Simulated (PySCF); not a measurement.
## Working out the ionisation energy of B

B [He] 2s2 2p1 (2P) → B⁺ [He] 2s2 (1S). All numbers are calculated (PySCF 2.14, the spin-free X2C one-electron Hamiltonian (Gaussian nucleus), in x2c-QZVPPall with one added diffuse shell each of s, p, d, f type (8s5p4d3f1g, 73 functions)). Frozen: nothing. Energies in hartree (1 hartree = 27.21139 eV):

| part | B (lower) | B⁺ (upper) |
| --- | --- | --- |
| UHF | -24.539857 | -24.244375 |
| CCSD correlation | -0.085753 | -0.079059 |
| (T) | -0.001734 | -0.000416 |

What does Hartree-Fock give?

(-24.244375) − (-24.539857) = 0.295482 hartree = 8.040 eV.

What do CCSD and CCSD(T) give?

The CCSD correlation energies differ by 0.006694 hartree = 0.182 eV and the triples by 0.001318 hartree = 0.036 eV, so CCSD gives 8.222 eV and CCSD(T) 8.258 eV.

Measured between the centres of the two terms (NIST): 8.297 eV, so CCSD(T) (valence and next inner shell) is off by -0.039 eV.

What remains against the reference includes basis incompleteness and higher excitations.
